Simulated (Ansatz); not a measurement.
**How far each method lies from full CI for AsH3⁺, doublet**

Geometry: displaced at random from a stationary point.

```yaml
atoms:
  - { symbol: As, position_ang: [0.0034, 0.0012, -0.0167] }
  - { symbol: H, position_ang: [1.2746, 0.0234, 0.4171] }
  - { symbol: H, position_ang: [-0.8166, 1.2157, 0.4006] }
  - { symbol: H, position_ang: [-0.7103, -1.3294, 0.4210] }
```

Basis 6-31G (Cartesian d functions); Ansatz 0.2.0. Correlated methods freeze the noble-gas cores and the filled d shells of p-block atoms, which leaves 7 electrons in 21 orbitals. R marks a restricted (for open shells ROHF) determinant, U an unrestricted one. Active spaces: valence = (7e, 7o) chosen from the atoms' valence shells. No spin–orbit coupling is included, and no scalar relativity.

Full CI is exact within this basis and frozen core; it isn't the basis-set limit. The frozen core follows each run's orbitals, which can shift R against U totals by a few meV for light atoms and by up to 0.1 eV past Ca.

For open shells CISD is restricted-active-space CI with the open shells as a complete middle space.

The UHF ⟨S²⟩ is 0.755, the T1 diagnostic (RCCSD) is 0.0114 and the largest doubles amplitude (RCCSD) is 0.069.

```csv
level,E − E(full CI) (mEh),share of correlation (%),wall time
RHF,74.40,0.00,–
RMP2,21.39,71.25,–
CISD,3.12,95.81,0.45 s
RCCSD,1.15,98.45,–
RCCSD(T),0.31,99.58,0.45 s
BCCD(T),0.31,99.59,0.51 s
RCCSDT,0.03,99.96,–
RCCSDT(Q),0.00,100.00,1.4 s
RCCSDTQ,0.00,100.00,19 s
CASSCF (valence space),19.55,73.72,–
NEVPT2 (valence space),4.36,94.14,1.8 s
MRCISD (valence space),0.40,99.47,–
MRCISD+Q (valence space),0.21,99.72,2.1 s
MRCISD+Q(relaxed) (valence space),-0.01,100.01,2.1 s
```

The correlation energy at full CI, counted from RHF, is -2.025 eV. That run took 36 s on 1 thread of Arm Neoverse V2, shared host over 7,960,050 determinants.

Run but not shown, since their state or frozen core can't be matched to the reference's or they repeat it: UHF, UMP2, UCCSD, UCCSD(T), UCCSDT, UCCSDT(Q).

Times hold each run's SCF and search for its determinant on a shared host, so for small cases they say little of a method's own cost; they ran on 1 thread of Arm Neoverse V2.

The full-CI state has the irrep A of C1, in the program's axes.

Natural occupations of full CI about the gap: 1.980 1.964 1.955 0.997 0.037 0.030 0.021 0.003 0.003 0.003; effectively unpaired electrons, Σ n²(2−n)², 1.02.
